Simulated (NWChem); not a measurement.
Everything below was run with NWChem. System: nitrogen trifluoride (F3N), charge 0, spin multiplicity 1, at a geometry optimised with B3LYP/def2-SVP. Level: MP2/def2-TZVP, 4 core orbitals frozen.

The NWChem input:

```
start mol
memory heap 200 mb stack 900 mb global 1100 mb
geometry units angstroms nocenter noautoz
  F      0.616153    -0.118856     1.065783
  N     -0.003236     0.474531     0.000000
  F      0.616153    -0.118856    -1.065783
  F     -1.229789    -0.131368     0.000000
  symmetry group Cs
end
basis spherical
  * library def2-tzvp
end
scf
  rhf
  nopen 0
  maxiter 100
  thresh 1e-7
  semidirect memsize 60000000 filesize 0
end
mp2
  freeze core 4
end
task mp2 energy
```

Output (cleaned and shortened):

```
             Northwest Computational Chemistry Package (NWChem) 7.3.0
             --------------------------------------------------------

                                NWChem Input Module
                                -------------------

 Scaling coordinates for geometry "geometry" by  1.889725989
 (inverse scale =  0.529177249)

 Turning off AUTOSYM since
 SYMMETRY directive was detected!

                             Geometry "geometry" -> ""
                             -------------------------

 Output coordinates in angstroms (scale by  1.889725989 to convert to a.u.)

  No.       Tag          Charge          X              Y              Z
 ---- ---------------- ---------- -------------- -------------- --------------
    1 F                    9.0000     0.61615300    -0.11885600     1.06578300
    2 N                    7.0000    -0.00323600     0.47453100     0.00000000
    3 F                    9.0000     0.61615300    -0.11885600    -1.06578300
    4 F                    9.0000    -1.22978900    -0.13136800     0.00000000

 Effective nuclear repulsion energy (a.u.)     133.4330224052

            Nuclear Dipole moment (a.u.)
            ----------------------------
        X                 Y               Z
 ---------------- ---------------- ----------------
     0.0000018897    -0.0000056692     0.0000000000

      Symmetry information
      --------------------

 Group name             Cs
 Group number              2
 Group order               2
 No. of unique centers     3

      Symmetry unique atoms

     1    2    4


 Summary of "ao basis" -> "" (spherical)
 ------------------------------------------------------------------------------
       Tag                 Description            Shells   Functions and Types
 ---------------- ------------------------------  ------  ---------------------
 *                         def2-tzvp                  on all atoms

 Summary of "ao basis" -> "ao basis" (spherical)
 ------------------------------------------------------------------------------
       Tag                 Description            Shells   Functions and Types
 ---------------- ------------------------------  ------  ---------------------
 F                         def2-tzvp                11       31   5s3p2d1f
 N                         def2-tzvp                11       31   5s3p2d1f

                                 NWChem SCF Module
                                 -----------------

  ao basis        = "ao basis"
  functions       =   124
  atoms           =     4
  closed shells   =    17
  open shells     =     0
  charge          =   0.00
  wavefunction    = RHF
  use symmetry    = T
  symmetry adapt  = T

 Summary of "ao basis" -> "ao basis" (spherical)
 ------------------------------------------------------------------------------
       Tag                 Description            Shells   Functions and Types
 ---------------- ------------------------------  ------  ---------------------
 F                         def2-tzvp                11       31   5s3p2d1f
 N                         def2-tzvp                11       31   5s3p2d1f

      Symmetry analysis of basis
      --------------------------

        a'         73
        a"         51

 Forming initial guess at       0.1s

      Superposition of Atomic Density Guess
      -------------------------------------

 Sum of atomic energies:        -352.56578693

      Non-variational initial energy
      ------------------------------

 Total energy =    -352.992640
[...]
    74     -0.300516  3 F  px                14      0.295983  1 F  pz
    76      0.295983  3 F  pz                13     -0.285650  1 F  py

 Vector   19  Occ=0.000000D+00  E= 2.263676D-01  Symmetry=a'
              MO Center= -1.0D-01,  4.4D-01, -1.1D-12, r^2= 2.1D+00
   Bfn.  Coefficient  Atom+Function         Bfn.  Coefficient  Atom+Function
  ----- ------------  ---------------      ----- ------------  ---------------
    43      1.223906  2 N  px                98      0.850092  4 F  s
   105      0.465878  4 F  px                40      0.450067  2 N  px
     5     -0.425516  1 F  s                 67     -0.425516  3 F  s
    37      0.375575  2 N  px               106      0.335341  4 F  py
    14      0.298808  1 F  pz                76     -0.298808  3 F  pz

 Vector   20  Occ=0.000000D+00  E= 2.450899D-01  Symmetry=a'
              MO Center= -5.0D-04,  1.2D-02,  2.7D-15, r^2= 2.1D+00
   Bfn.  Coefficient  Atom+Function         Bfn.  Coefficient  Atom+Function
  ----- ------------  ---------------      ----- ------------  ---------------
    36      1.512149  2 N  s                 44     -0.979652  2 N  py
    35      0.819594  2 N  s                  5     -0.763845  1 F  s
    67     -0.763845  3 F  s                 98     -0.764631  4 F  s
   105     -0.556390  4 F  px                14      0.482024  1 F  pz
    76     -0.482024  3 F  pz                41     -0.373970  2 N  py

 center of mass
 --------------
 x =   0.00006668 y =  -0.00976929 z =   0.00000000

 moments of inertia (a.u.)
 ------------------
         168.469461229493          -0.946893313138           0.000000000000
          -0.946893313138         308.249117563761           0.000000000000
           0.000000000000           0.000000000000         168.462061485783

  Mulliken analysis of the total density
  --------------------------------------

    Atom       Charge   Shell Charges
 -----------   ------   -------------------------------------------------------
    1 F    9     9.14   0.77  1.20  0.61  1.02  0.33  2.21  2.21  0.77  0.00  0.02  0.00
    2 N    7     6.58   0.82  1.15  0.63  0.89  0.21  1.18  1.33  0.15  0.02  0.17  0.02
    3 F    9     9.14   0.77  1.20  0.61  1.02  0.33  2.21  2.21  0.77  0.00  0.02  0.00
    4 F    9     9.14   0.77  1.20  0.61  1.02  0.33  2.21  2.21  0.77  0.00  0.02  0.00

       Multipole analysis of the density wrt the origin
       ------------------------------------------------

     L   x y z        total         open         nuclear
     -   - - -        -----         ----         -------
     0   0 0 0     -0.000000      0.000000     34.000000

     1   1 0 0     -0.001007      0.000000      0.000002
     1   0 1 0      0.137521      0.000000     -0.000006
     1   0 0 1      0.000000      0.000000      0.000000

     2   2 0 0    -15.085942      0.000000     73.010780
     2   1 1 0     -0.002035      0.000000      0.446535
     2   1 0 1     -0.000000      0.000000      0.000000
     2   0 2 0    -14.786229      0.000000      7.091624
     2   0 1 1      0.000000      0.000000      0.000000
     2   0 0 2    -15.086091      0.000000     73.014271

                   NWChem MP2 Semi-direct Energy/Gradient Module
                   ---------------------------------------------

  Basis functions       =    124
  Molecular orbitals    =    124
  Frozen core           =      4
  Frozen virtuals       =      0
  Active alpha occupied =     13
  Active beta occupied  =     13
  Active alpha virtual  =    107
  Active beta virtual   =    107
  Use MO symmetry       = T
  Use skeleton AO sym   = T

  AO/Fock/Back tols     =   1.0D-09  1.0D-09  1.0D-09

 GA uses MA = F    GA memory limited = T

 Available:
  local mem=  1.26D+08
 global mem=  1.44D+08
 local disk=  0.00D+00
  mp2_memr nvloc                   107
  nvloc new                   107
   1 passes of  13:        5242880                     100889                  35898856.
   1 passes of  13: M    126152547           G      144148448           F     120909667.

 Semi-direct pass number   1 of   1  for RHF alpha+beta  at        6.0s
  vrange nnbf                  7585
  mp2_eaftype                   136  avail_ma_in_mb                  1099
 EAF : mp2_eaftype filesize         136   17949428.
  mp2_eaf for mointskh                    136
Node 0 wrote     84.4 Mb in      0.1 s     Agg I/O rate:  1105.1 Mb/s
 Done moints_semi at       11.9s
  mp2_eaftype                   136  avail_ma_in_mb                   963
 EAF : mp2_eaftype filesize         136   17949428.
  mp2_eaf for kh                   136
 Done maket at       12.5s
 Done multipass loop at       12.5s

          -------------------------------------------
          SCF energy                -352.696949667408
          Correlation energy          -0.960439277314
          Singlet pairs               -0.583216125572
          Triplet pairs               -0.377223151742
          Total MP2 energy          -353.657388944722
          -------------------------------------------

          ---------------------------------------------------
                    Spin Component Scaled (SCS) MP2
          Same spin pairs                     -0.251482101162
          Same spin scaling factor             0.333333333333
          Opposite spin pairs                 -0.708957176152
          Opposite spin scaling fact.          1.200000000000
          SCS-MP2 correlation energy          -0.934575978437
          Total SCS-MP2 energy              -353.631525645845
          ---------------------------------------------------

 -----------------------
 Performance information
 -----------------------

 Timer overhead =  1.37D-07 seconds/call

               Nr. of calls         CPU time (s)                 Wall time (s)                GFlops
             ---------------    -------------------     ------------------------------   -------------------
Name         Min   Avg   Max    Min     Avg     Max     Min     Avg     Max   Mx/calls   Min     Max     Sum
mp2: moin     1     1     1    5.9     5.9     5.9      5.9     5.9     5.9     5.9      0.0     0.0     0.0
mp2: make     1     1     1   0.57    0.57    0.57     0.57    0.57    0.57    0.57      0.0     0.0     0.0
mp2: tota     1     1     1    6.6     6.6     6.6      6.6     6.6     6.6     6.6      0.0     0.0     0.0

 The average no. of pstat calls per process was 3.00D+00
 with a timing overhead of 4.10D-07s

 Task  times  cpu:       12.5s     wall:       12.5s

 Total times  cpu:       12.5s     wall:       12.5s
```
